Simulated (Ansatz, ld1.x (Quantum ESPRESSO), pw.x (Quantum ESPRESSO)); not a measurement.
**pw.x on sc Ir: one setting changed**

Potential: norm-conserving Troullier–Martins (Kleinman–Bylander form), ld1.x (Quantum ESPRESSO) 7.5, PBEsol; core [Xe] 4f14, reference 5d7 6s2 6p0; waves: 6p (bound, empty): rc 3.55 bohr; 5d (bound): rc 1.50 bohr; 5f channel at 0.2 Ry: rc 3.55 bohr; 6s (bound): rc 2.25 bohr; local part: the s channel; core correction: a·sin(br)/r model core inside 1.05 bohr.

The reference run (k-mesh 13³, cutoffs 85/340 Ry, Fermi–Dirac 0.01 Ry, mixing_beta 0.4, conv_thr 1e-9, no spin) gives 5.06 GPa at 16.288 Å³/atom, where all-electron LAPW gives 2.75 GPa. This run, with its own iteration cap, changes mixing_mode to local-TF.

```
&control
  calculation='scf', prefix='x', pseudo_dir='./', outdir='./tmp', tstress=.true., disk_io='none'
/
&system
  ibrav=0, nat=1, ntyp=1, ecutwfc=85, ecutrho=340, nbnd=12,
  occupations='smearing', smearing='fd', degauss=0.01
/
&electrons
  conv_thr=1e-09, mixing_beta=0.4, electron_maxstep=60, mixing_mode='local-TF'
/
ATOMIC_SPECIES
Ir 1.0 Ir.UPF
CELL_PARAMETERS angstrom
  2.53487133 0.00000000 0.00000000
  0.00000000 2.53487133 0.00000000
  0.00000000 0.00000000 2.53487133
ATOMIC_POSITIONS crystal
Ir 0.0000 0.0000 0.0000
K_POINTS automatic
13 13 13 0 0 0
```

```bash
pw.x < Ir.scf.in > Ir.scf.out
```

Task: How does the run end?

Result: It converges in 7 iterations; the free energy moves by +0.0 meV/atom and the pressure by +0.01 GPa. The result is that of the reference run.

```
Message from routine setup:
     using ibrav=0 with symmetry is DISCOURAGED, use correct ibrav instead
     lattice parameter (alat)  =       4.7902  a.u.
     unit-cell volume          =     109.9169 (a.u.)^3
     number of electrons       =         9.00
     number of Kohn-Sham states=           12
     kinetic-energy cutoff     =      85.0000  Ry
     charge density cutoff     =     340.0000  Ry
     scf convergence threshold =      1.0E-09
     Exchange-correlation= PBESOL
     number of k points=    84  Fermi-Dirac smearing, width (Ry)=  0.0100
     iteration #  1     ecut=    85.00 Ry     beta= 0.40
     total energy              =     -65.85647575 Ry
     estimated scf accuracy    <       0.00341420 Ry
     iteration #  2     ecut=    85.00 Ry     beta= 0.40
     total energy              =     -65.85610549 Ry
     estimated scf accuracy    <       0.00126618 Ry
     iteration #  3     ecut=    85.00 Ry     beta= 0.40
     total energy              =     -65.85627163 Ry
     estimated scf accuracy    <       0.00003616 Ry
     iteration #  4     ecut=    85.00 Ry     beta= 0.40
     total energy              =     -65.85627473 Ry
     estimated scf accuracy    <       0.00000182 Ry
     iteration #  5     ecut=    85.00 Ry     beta= 0.40
     total energy              =     -65.85627522 Ry
     estimated scf accuracy    <       0.00000120 Ry
     iteration #  6     ecut=    85.00 Ry     beta= 0.40
     total energy              =     -65.85627538 Ry
     estimated scf accuracy    <          5.8E-09 Ry
     iteration #  7     ecut=    85.00 Ry     beta= 0.40
     the Fermi energy is    15.8260 ev
!    total energy              =     -65.85627538 Ry
     estimated scf accuracy    <          2.3E-10 Ry
     smearing contrib. (-TS)   =      -0.00669761 Ry
     The total energy is F=E-TS. E is the sum of the following terms:
     one-electron contribution =      14.38954572 Ry
     hartree contribution      =       3.19218132 Ry
     xc contribution           =     -35.45408204 Ry
     ewald contribution        =     -47.97722277 Ry
     convergence has been achieved in   7 iterations
          total   stress  (Ry/bohr**3)                   (kbar)     P=       50.70
     Message from routine punch:
     Nothing written, as per user request (disk_io='none')
```

The run took about 11 s on one core of a shared host (Neoverse-V2, 32 threads, 247 GiB, load 10).
